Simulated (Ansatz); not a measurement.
`[NH][SiH3]` radical at its PBE0-D4/def2-TZVP geometry, where that method's forces vanish. The species carries charge 0 and has multiplicity 2.

```xyz
6

N    -0.7853   -0.9779    0.5390
Si    0.1477    0.4017   -0.0069
H    -0.6313   -1.7997   -0.0501
H    -0.1356    0.6976   -1.4406
H     1.6003    0.0964    0.1390
H    -0.1958    1.5820    0.8197
```

Task: What forces (eV/Å) does PBE-D4/def2-TZVPP give on these atoms in Ansatz 0.2.0? (Estimate.)

Result: Ansatz gave: 
```
N1  -0.136  0.166  0.269
Si2 -0.106 -0.044  0.054
H3   0.056 -0.284 -0.206
H4   0.004  0.056 -0.196
H5   0.206 -0.022 -0.005
H6  -0.024  0.130  0.085
```
